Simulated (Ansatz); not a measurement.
Saddle point of CH$_{3}$ClF (charge -1), closed shell ([CH₃Cl ([CH3][Cl]) + F]⁻ → [CH₃F ([CH3][F]) + Cl]⁻; bonds formed: C2–F3; bonds broken: Cl1–C2), PBE0-D4/def2-TZVPD structure:

```
6
angstrom
Cl -1.7080 -0.6144 1.1568
C -0.0536 -0.0193 0.0363
F 1.5820 0.5692 -1.0711
H -0.1163 -0.7744 -0.7242
H -0.3913 0.9711 -0.2023
H 0.6873 -0.1323 0.8045
```

Energies are electronic, without zero-point energy. Barriers and step energies count from the start structure reached by relaxing down the imaginary mode; all methods use the PBE0-D4 structures, on which another method's saddle can fall below an end. Program: Ansatz 0.2.0. Basis: def2-TZVPPD, with def2-QZVPPD for the basis limit. Cores are frozen in the correlated methods. B3LYP uses VWN-RPA correlation. Extrapolation: Hartree–Fock as exp(−7.88 √X), correlation as X^−2.97.

```tsv
method	barrier (eV)	step energy (eV)
SPW92	-0.016	-0.937
PBE-D4	-0.004	-0.908
BLYP-D4	-0.043	-0.915
r2SCAN-D4	-0.010	-1.070
B97M-V	0.050	-1.159
PBE0-D4	?	-1.118
B3LYP-D4	0.033	-1.088
r2SCAN0-D4	0.075	-1.206
BHLYP-D4	0.115	-1.287
CAM-B3LYP-D4	0.110	-1.145
wB97X-V	0.159	-1.149
wB97M-V	?	-1.148
B2PLYP	0.079	-1.088
PBE-QIDH	?	-1.173
RPA on PBE	0.066	-1.099
HF	0.177	-1.613
MP2	0.196	-1.058
CCSD	0.185	-1.213
CCSD(T)	0.141	-1.129
```

Fill in the withheld barriers. (An estimate is asked for; the value comes from the calculation.)

The calculation gives: PBE0-D4 0.083; wB97M-V 0.126; PBE-QIDH 0.152 eV. Each is the energy of the saddle less that of the start structure, by the same method.

For comparison, the barrier by CCSD(T) at an estimated basis limit (MP2 extrapolated from triple and quadruple zeta, plus CCSD(T) − MP2 in triple zeta) is 0.139 eV.

The T1 diagnostic stays at or below 0.019.

Labels in which every atom is bracketed show which atoms are joined, not bond orders.

For scale, one of the runs: CCSD(T)/def2-TZVPPD, 179 basis functions, launched by `ansatz run in.yaml --threads 2 --pin off --events-out ev --progress --plain --max-ram 4352MiB`. Hardware: 2 CPU threads of an Arm Neoverse V2, shared host. Wall time 39 s; peak host memory 1.7 GiB.
